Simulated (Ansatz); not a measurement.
# C2H2O2 (SMILES O=C1CO1): one structure at several levels

The atoms stand at a structure displaced at random from a GFN2-xTB minimum. How far do the functionals agree with CCSD(T) there?

Method: single points in def2-TZVPP; program: Ansatz 0.2.0, Gaussian basis.

Cores are frozen in the correlated methods.

### 1 Where the work starts

SMILES `O=C1CO1`, 6 atoms, charge 0, spin multiplicity 1.

Atoms are counted from 1 here; the program's logs count them from 0.

Bond lengths: O1–C2 1.070 Å, C2–C3 1.693 Å, C2–O4 1.277 Å, C3–O4 1.558 Å, C3–H5 1.221 Å, C3–H6 0.869 Å. Angles: O1–C2–C3 146.3°, O1–C2–O4 152.2°, C3–C2–O4 61.4°, C2–C3–O4 46.0°, C2–C3–H5 103.7°, C2–C3–H6 111.9°, O4–C3–H5 99.3°, O4–C3–H6 111.6°, H5–C3–H6 143.3°, C2–O4–C3 72.6°.

Coordinates:

| atom | x (Å) | y (Å) | z (Å) |
| --- | --- | --- | --- |
| O1 | -0.68130 | -1.63140 | 0.77430 |
| C2 | -0.48400 | -0.77690 | 0.16120 |
| C3 | 0.28680 | 0.72650 | 0.04520 |
| O4 | -0.56360 | -0.13250 | -0.93800 |
| H5 | 1.40320 | 0.44930 | -0.36470 |
| H6 | -0.18470 | 1.36080 | 0.40590 |

### 2 CCSD(T)/def2-TZVPP

run/in.yaml

```yaml
crystal:
  periodic: [false, false, false]
  atoms:
    - {symbol: O, position_ang: [-0.681300, -1.631400, 0.774300]}
    - {symbol: C, position_ang: [-0.484000, -0.776900, 0.161200]}
    - {symbol: C, position_ang: [0.286800, 0.726500, 0.045200]}
    - {symbol: O, position_ang: [-0.563600, -0.132500, -0.938000]}
    - {symbol: H, position_ang: [1.403200, 0.449300, -0.364700]}
    - {symbol: H, position_ang: [-0.184700, 1.360800, 0.405900]}
basis:
  gaussian: {orbitals: def2-TZVPP}
correlation: {method: ccsd_t}
output: {forces: true}
```

The command line of these runs was not kept.

### 3 PBE0-D4/def2-TZVPP

Edit run/in.yaml of step 2 so:

```diff
@@ -11,3 +11,3 @@
   gaussian: {orbitals: def2-TZVPP}
-correlation: {method: ccsd_t}
-output: {forces: true}
+hamiltonian: {xc: pbe0, dispersion: d4}
+output: {forces: true, orbitals: {seedname: orbitals}}
```

### 4 wB97M-V/def2-TZVPP

Edit run/in.yaml of step 3 so:

```diff
@@ -11,3 +11,3 @@
   gaussian: {orbitals: def2-TZVPP}
-hamiltonian: {xc: pbe0, dispersion: d4}
-output: {forces: true, orbitals: {seedname: orbitals}}
+hamiltonian: {xc: {name: wB97M-V}}
+output: {forces: true}
```

### 5 r2SCAN-D4/def2-TZVPP

Edit run/in.yaml of step 4 so:

```diff
@@ -11,3 +11,3 @@
   gaussian: {orbitals: def2-TZVPP}
-hamiltonian: {xc: {name: wB97M-V}}
+hamiltonian: {xc: r2scan, dispersion: d4}
 output: {forces: true}
```

### 6 PBE-D4/def2-TZVPP

Edit run/in.yaml of step 5 so:

```diff
@@ -11,3 +11,3 @@
   gaussian: {orbitals: def2-TZVPP}
-hamiltonian: {xc: r2scan, dispersion: d4}
+hamiltonian: {xc: pbe, dispersion: d4}
 output: {forces: true}
```

### 7 r2SCAN0-D4/def2-TZVPP

Edit run/in.yaml of step 6 so:

```diff
@@ -11,3 +11,3 @@
   gaussian: {orbitals: def2-TZVPP}
-hamiltonian: {xc: pbe, dispersion: d4}
+hamiltonian: {xc: {name: r2SCAN0}, dispersion: d4}
 output: {forces: true}
```

### 8 LC-wPBE/def2-TZVPP

Edit run/in.yaml of step 7 so:

```diff
@@ -11,3 +11,3 @@
   gaussian: {orbitals: def2-TZVPP}
-hamiltonian: {xc: {name: r2SCAN0}, dispersion: d4}
+hamiltonian: {xc: {name: LC-wPBE}}
 output: {forces: true}
```

(Steps that only read results are left out.)

Q: Predict the outcome of this session. Wanted: energy less free atoms, CCSD(T)/def2-TZVPP; RMS force component; RMS force error; HOMO and LUMO, PBE0-D4; T1 diagnostic.

The runs gave:

| quantity | value |
| --- | --- |
| energy less free atoms, CCSD(T)/def2-TZVPP | -22.930 eV |
| RMS force component | 7.722 to 7.930 eV/Å over the methods |
| RMS force error | PBE0-D4 0.339, wB97M-V 0.294, r2SCAN-D4 0.178, PBE-D4 0.188, r2SCAN0-D4 0.503, LC-wPBE 0.428 eV/Å |
| HOMO and LUMO, PBE0-D4 | -7.07 and 0.30 eV |
| T1 diagnostic | 0.015 |

Against CCSD(T) the functionals' energies less atoms differ by -2.463 to -0.272 eV, PBE-D4 by -2.463 eV. A larger basis would deepen the CCSD(T) value, while the functionals are nearly converged already, so the order here is not reliable. For forces r2SCAN-D4 does best and r2SCAN0-D4 worst. Frozen-core CCSD(T) forces in triple zeta carry basis errors of their own, and this is one geometry, so small gaps rank nothing.
